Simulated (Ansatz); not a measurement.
Run this with the Ansatz DFT code, driven from Python and show what comes out.

`bclh.xyz`
```text
3

B     0.07350   -0.58760   -0.03200
Cl    0.95640    0.89520    0.62340
H    -1.04080   -0.37240   -0.60470
```

`bclh.py`
```python
"""Relax BClH cheaply, then refine its energy."""

import ansatz as az
import numpy as np


def main() -> None:
    molecule = az.Crystal.molecule_from_extxyz("bclh.xyz")

    calc = (
        molecule.calculation()
        .basis(gaussian="def2-SVP")
        .functional("b3lyp")
        .spin("collinear", total=1)
    )
    symbols = [site.symbol for site in molecule.cartesian_sites]
    start = np.array([site.position_ang for site in molecule.cartesian_sites], dtype=float)
    summary = calc.relax(force_tolerance=0.01, max_steps=100).run().report
    end = np.array(summary["positions_ang"])
    print("final positions (A) and the move of each atom")
    for symbol, xyz, old in zip(symbols, end, start):
        print(f"{symbol:2s} {xyz[0]:10.5f} {xyz[1]:10.5f} {xyz[2]:10.5f}   {np.linalg.norm(xyz - old):7.4f}")

    minimum = az.Crystal.molecule()
    for symbol, place in zip(symbols, end):
        minimum = minimum.atom(symbol, place.tolist())
    at_minimum = minimum.calculation().spin("collinear", total=1)
    # MP2 extrapolated to the basis limit, plus the small-basis difference CCSD(T) - MP2
    level = lambda method, basis: at_minimum.basis(gaussian=basis).correlation(method).run().report
    small, large, cluster = level("mp2", "cc-pVDZ"), level("mp2", "cc-pVTZ"), level("ccsd_t", "cc-pVDZ")
    corr = lambda each: (each["free_energy_ev"] - each["reference_energy_ev"]) / 27.211386246
    mp2_limit = (27 * corr(large) - 8 * corr(small)) / 19
    pieces = {"HF / cc-pVTZ": large["reference_energy_ev"] / 27.211386246, "MP2 correlation, DZ-TZ limit": mp2_limit, "CCSD(T) - MP2 / cc-pVDZ": corr(cluster) - corr(small)}
    for name, value in pieces.items():
        print(f"{name:32s} {value:14.6f} Ha")
    print(f"{'sum':32s} {sum(pieces.values()):14.6f} Ha")
    print("T1 diagnostic", round(cluster["correlation"]["coupled_cluster"]["t1_diagnostic"], 4))


if __name__ == "__main__":
    main()
```

```console
$ python bclh.py
final positions (A) and the move of each atom
B     0.05785   -0.50421   -0.03024    0.0849
Cl    0.93619    0.83787    0.60554    0.0634
H    -1.00494   -0.39846   -0.58860    0.0472
HF / cc-pVTZ                        -484.757772 Ha
MP2 correlation, DZ-TZ limit          -0.291548 Ha
CCSD(T) - MP2 / cc-pVDZ               -0.030077 Ha
sum                                 -485.079397 Ha
T1 diagnostic 0.0166
```

Notes:
- Total energies depend on the basis set; only differences at equal settings carry meaning.
- The sum leaves out core correlation, relativity, the Hartree-Fock basis error and zero-point energy; a DZ-TZ extrapolation is rough.
- The run takes the species as open-shell (spin multiplicity 2), which needn't be its ground state.
- b3lyp holds the VWN-RPA fit, as in Gaussian; the form of ORCA and Turbomole is b3lyp5.
- Inner cores stay frozen, so this is valence correlation.
- For Al to Cl the sets with a tight d function, cc-pV(X+d)Z, are usual.
- An extrapolation from small basis sets is rough.
- Hardware and time: 9.3 s on 1 thread of Arm Neoverse V1, with other jobs on the host, peak memory 0.18 GiB.
